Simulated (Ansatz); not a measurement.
Basis-set extrapolation for OS (`O=S`) (triplet) (PBE0-D4/def2-TZVP geometry, frozen core, Ansatz 0.2.0). Multiplicity 3, UHF reference.

```csv
,def2-TZVPP,def2-QZVPP
HF,-472.404843,-472.420719
MP2 correlation,-0.373471,-0.405454
CCSD(T) correlation,-0.405469,-0.436246
```

Energies in hartree. Use E(X) = E(∞) + A·exp(−7.88·√X) for Hartree–Fock and E(X) = E(∞) + B·X^(−2.97) for correlation, with X = 3 and 4.

What is the CCSD(T) energy at the basis-set limit?

HF limit: -472.420719 + (-0.015876) × 0.13774 = -472.42291. Correlation limit: -0.436246 + (-0.030777) × 0.74074 = -0.45904. Total: -472.88195 hartree, 45.0 kcal/mol below CCSD(T)/def2-TZVPP.
